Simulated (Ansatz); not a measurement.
Compare A (`CNCOC`) with its isomer B (`COCCN`).

Gas-phase electronic energies from Ansatz, PBE0-D4/def2-TZVP geometries. CBS: MP2 limit from def2 TZ/QZ plus the TZ coupled-cluster correction, frozen cores. DFT in def2-TZVPP. B3LYP here is the variant with VWN-RPA as its local correlation; programs differ in this. Each species was taken in one conformer, which may not be the lowest.

Q: Which is lower in electronic energy at CCSD(T)/CBS, and by how much? (Estimate.)

A: The calculation gave: B, by 8.2 kJ/mol.

Q: Give E(B) − E(A) in kJ/mol with HF/def2-TZVPP, BLYP-D4, r2SCAN-D4, CCSD(T)/def2-SVP, B3LYP-D4, PBE-D4, ωB97M-V. (An estimate is asked.)

A: Computed: HF/def2-TZVPP -5.4, BLYP-D4 -2.8, r2SCAN-D4 -4.5, CCSD(T)/def2-SVP -1.5, B3LYP-D4 -4.0, PBE-D4 -4.3, ωB97M-V -6.3. None reverses the order clearly.

Q: Does the order hold for the free energy at 298.15 K (harmonic terms from PBE0-D4)? (Estimate.)

A: The calculation gave: Yes: G(B) − G(A) = -8.3 kJ/mol, for one conformer each.

Largest T1 diagnostic: 0.010.

At CCSD(T), def2-SVP lies +6.7 kJ/mol from the extrapolated value and def2-TZVPP +1.3 kJ/mol. Leaving LDA and LC-ωPBE aside and taking each functional with its dispersion term where it has one, the values, not all of them listed here, spread over 4.5 kJ/mol, from B97M-V to BLYP-D4.
